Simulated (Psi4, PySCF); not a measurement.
Conformational energy of SMILES C#CCCC#C (C₆H₆). Scanned: dihedral C2–C3–C4–C5; all other coordinates were relaxed at GFN2-xTB. Points at φ and −φ are mirror images. Heavy atoms are numbered in the order of the SMILES C#CCCC#C, hydrogens after them in the order of the atoms that carry them; the mirror image has the same energies with the sign of each dihedral reversed.

PBE/def2-TZVP // GFN2-xTB (Psi4); RKS-B3LYP/3-21G = restricted B3LYP/3-21G // GFN2-xTB in PySCF; RKS-LDA (SVWN5)/6-31G* = restricted LDA (SVWN5)/6-31G*, spherical d, density fitting // GFN2-xTB (PySCF).

Energies in kcal/mol, each method relative to its own lowest point.

```csv
φ / °,PBE/def2-TZVP,RKS-B3LYP/3-21G,RKS-LDA (SVWN5)/6-31G*
-160,0.8,0.9,0.9
-140,2.4,2.7,2.7
-120,3.4,3.8,3.8
-100,2.7,3.0,3.1
-80,1.5,1.6,1.6
-60,1.3,1.4,1.2
-40,2.9,3.1,2.6
-20,5.1,5.5,4.7
0,6.2,6.6,5.8
20,5.1,5.5,4.7
40,2.9,3.1,2.6
60,1.3,1.4,1.2
80,1.5,1.6,1.6
100,2.7,3.0,3.1
120,3.4,3.8,3.8
140,2.4,2.7,2.7
160,0.8,0.9,0.9
180,0.0,0.0,0.0
```
